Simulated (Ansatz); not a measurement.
Na₃H₃. Charge 0, multiplicity 1. Geometry PBE0-D4/def2-TZVP.

```tsv
atom	x (Å)	y (Å)	z (Å)
Na1	0.505	-0.643	-1.787
Na2	1.362	0.770	1.188
Na3	-1.867	-0.128	0.600
H4	2.031	0.138	-0.652
H5	-0.551	0.707	1.940
H6	-1.480	-0.844	-1.289
```

The structure comes from a short search, and lower isomers may exist.

(1) Estimate the orbital energies around the gap (eV) in Ansatz with PBE-D4/def2-TZVP, PBE0-D4/def2-SVP, PBE0-D4/def2-TZVP, PBE0-D4/def2-TZVPD, BHLYP-D4/def2-TZVP.

Results:

(1) 
```json
{"orbital": "HOMO−9", "PBE-D4/def2-TZVP": "-27.54", "PBE0-D4/def2-SVP": "-30.98", "PBE0-D4/def2-TZVP": "-30.90", "PBE0-D4/def2-TZVPD": "-30.87", "BHLYP-D4/def2-TZVP": "-34.31"}
{"orbital": "HOMO−8", "PBE-D4/def2-TZVP": "-27.54", "PBE0-D4/def2-SVP": "-30.98", "PBE0-D4/def2-TZVP": "-30.90", "PBE0-D4/def2-TZVPD": "-30.87", "BHLYP-D4/def2-TZVP": "-34.31"}
{"orbital": "HOMO−7", "PBE-D4/def2-TZVP": "-27.52", "PBE0-D4/def2-SVP": "-30.97", "PBE0-D4/def2-TZVP": "-30.88", "PBE0-D4/def2-TZVPD": "-30.85", "BHLYP-D4/def2-TZVP": "-34.29"}
{"orbital": "HOMO−6", "PBE-D4/def2-TZVP": "-27.52", "PBE0-D4/def2-SVP": "-30.96", "PBE0-D4/def2-TZVP": "-30.88", "PBE0-D4/def2-TZVPD": "-30.85", "BHLYP-D4/def2-TZVP": "-34.29"}
{"orbital": "HOMO−5", "PBE-D4/def2-TZVP": "-27.40", "PBE0-D4/def2-SVP": "-30.86", "PBE0-D4/def2-TZVP": "-30.78", "PBE0-D4/def2-TZVPD": "-30.75", "BHLYP-D4/def2-TZVP": "-34.22"}
{"orbital": "HOMO−4", "PBE-D4/def2-TZVP": "-27.40", "PBE0-D4/def2-SVP": "-30.86", "PBE0-D4/def2-TZVP": "-30.78", "PBE0-D4/def2-TZVPD": "-30.75", "BHLYP-D4/def2-TZVP": "-34.22"}
{"orbital": "HOMO−3", "PBE-D4/def2-TZVP": "-27.39", "PBE0-D4/def2-SVP": "-30.85", "PBE0-D4/def2-TZVP": "-30.77", "PBE0-D4/def2-TZVPD": "-30.74", "BHLYP-D4/def2-TZVP": "-34.20"}
{"orbital": "HOMO−2", "PBE-D4/def2-TZVP": "-5.42", "PBE0-D4/def2-SVP": "-6.52", "PBE0-D4/def2-TZVP": "-6.53", "PBE0-D4/def2-TZVPD": "-6.52", "BHLYP-D4/def2-TZVP": "-7.62"}
{"orbital": "HOMO−1", "PBE-D4/def2-TZVP": "-4.59", "PBE0-D4/def2-SVP": "-5.60", "PBE0-D4/def2-TZVP": "-5.64", "PBE0-D4/def2-TZVPD": "-5.62", "BHLYP-D4/def2-TZVP": "-6.69"}
{"orbital": "HOMO", "PBE-D4/def2-TZVP": "-4.59", "PBE0-D4/def2-SVP": "-5.60", "PBE0-D4/def2-TZVP": "-5.64", "PBE0-D4/def2-TZVPD": "-5.62", "BHLYP-D4/def2-TZVP": "-6.69"}
{"orbital": "LUMO", "PBE-D4/def2-TZVP": "-0.76", "PBE0-D4/def2-SVP": "-0.14", "PBE0-D4/def2-TZVP": "-0.24", "PBE0-D4/def2-TZVPD": "-0.28", "BHLYP-D4/def2-TZVP": "0.07"}
{"orbital": "LUMO+1", "PBE-D4/def2-TZVP": "-0.75", "PBE0-D4/def2-SVP": "-0.14", "PBE0-D4/def2-TZVP": "-0.24", "PBE0-D4/def2-TZVPD": "-0.28", "BHLYP-D4/def2-TZVP": "0.07"}
{"orbital": "LUMO+2", "PBE-D4/def2-TZVP": "-0.60", "PBE0-D4/def2-SVP": "0.15", "PBE0-D4/def2-TZVP": "-0.11", "PBE0-D4/def2-TZVPD": "-0.21", "BHLYP-D4/def2-TZVP": "0.28"}
{"orbital": "LUMO+3", "PBE-D4/def2-TZVP": "-0.44", "PBE0-D4/def2-SVP": "0.19", "PBE0-D4/def2-TZVP": "-0.01", "PBE0-D4/def2-TZVPD": "-0.09", "BHLYP-D4/def2-TZVP": "0.30"}
{"orbital": "LUMO+4", "PBE-D4/def2-TZVP": "0.61", "PBE0-D4/def2-SVP": "1.55", "PBE0-D4/def2-TZVP": "1.05", "PBE0-D4/def2-TZVPD": "0.53", "BHLYP-D4/def2-TZVP": "1.36"}
{"orbital": "LUMO+5", "PBE-D4/def2-TZVP": "0.62", "PBE0-D4/def2-SVP": "1.69", "PBE0-D4/def2-TZVP": "1.05", "PBE0-D4/def2-TZVPD": "0.53", "BHLYP-D4/def2-TZVP": "1.36"}
```
